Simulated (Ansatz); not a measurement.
`[F][MgH]` → F• + `[MgH]`• at 400 K and 1 bar (homolysis of the F–Mg bond).

Gas-phase electronic energies from Ansatz, PBE0-D4/def2-TZVP geometries. CBS: MP2 limit from def2 TZ/QZ plus the TZ coupled-cluster correction, frozen cores. This one scheme is used for every species, atoms too. No spin–orbit coupling; open shells (•) take unrestricted orbitals. Spin–orbit coupling would lower the free atoms: a little for F. For Mg outer-core shells are correlated without core-valence functions, so the limit isn't a true one: a few kJ/mol of doubt a bond, and 10 to 20 or more in all where bonds break to atoms.

```csv
species,CCSD(T)/CBS energy (Eh),H − E (kJ/mol),S (J/(mol·K))
`[F][MgH]`,-300.33731,34.0,242.0
F•,-99.66871,8.3,166.6
`[MgH]`•,-200.43202,20.5,201.9
```

H − E and S are ideal-gas, rigid-rotor, harmonic terms from PBE0-D4/def2-TZVP, with the whole ground term of open shells counted as degenerate. 1 Eh = 2625.50 kJ/mol, R = 8.31446 J/(mol·K).

Question: By hand: ΔE, ΔH, ΔS and ΔG.

Answer: ΔE = (-99.66871) + (-200.43202) − (-300.33731) = 0.23658 Eh = 621.1 kJ/mol. Δ(H − E) = 8.3 + 20.5 − 34.0 = -5.2, so ΔH = 615.9 kJ/mol. ΔS = 166.6 + 201.9 − 242.0 = 126.5 J/(mol·K). ΔG = 615.9 − 400 × (126.5)/1000 = 565.3 kJ/mol.

Question: By hand: the equilibrium constant, and the temperature at which ΔG would vanish if ΔH and ΔS stayed fixed.

Answer: log₁₀ K = −ΔG/(RT ln 10) = -73.8. ΔG = 0 at ΔH/ΔS = 4869 K, far beyond where these terms or the molecules hold.

The number of gas molecules changes by +1, which sets the sign of ΔS. A doubt of 5 kJ/mol in ΔE shifts log₁₀ K by 0.7 here. These are equilibria of isolated gas molecules and say nothing of rates. Largest T1 diagnostic: 0.012 (customary marks: 0.02 for closed shells, 0.045 for open ones).
